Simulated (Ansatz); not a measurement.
# ClF2H: the cost of one run

Method: UKS PBE0/def2-SVP, in Ansatz 0.2.0.

### 1 The system as given

Bond lengths: Cl1–H2 1.277 Å.

As a file:

```xyz
4

Cl   -0.5849   -0.1943   -1.8039
H     0.5988    0.1974   -1.5297
F     0.6585    0.1932    1.7823
F    -0.6724   -0.1963    1.5514
```

### 2 Preparing the start

input.yaml reads:

```yaml
crystal:
  periodic: [false, false, false]
  atoms:
    - { symbol: Cl, position_ang: [-0.5849, -0.1943, -1.8039] }
    - { symbol: H, position_ang: [0.5988, 0.1974, -1.5297] }
    - { symbol: F, position_ang: [0.6585, 0.1932, 1.7823] }
    - { symbol: F, position_ang: [-0.6724, -0.1963, 1.5514] }
magnetization:
  spin_polarized: true
basis:
  gaussian: { orbitals: def2-SVP }
hamiltonian:
  xc: pbe0
relax:
  f_tol: 0.02
  max_steps: 40
output:
  orbitals: {}
```

On the command line:

```
ansatz run input.yaml --threads 1 --pin off --max-ram 2048MiB --backend cpu --events-out ev --progress --plain --runs-dir out
```

Q: Estimate wall time and peak memory on 1 thread of Arm Neoverse V1, shared host.

About 25 s, with a peak of 0.12 GiB.
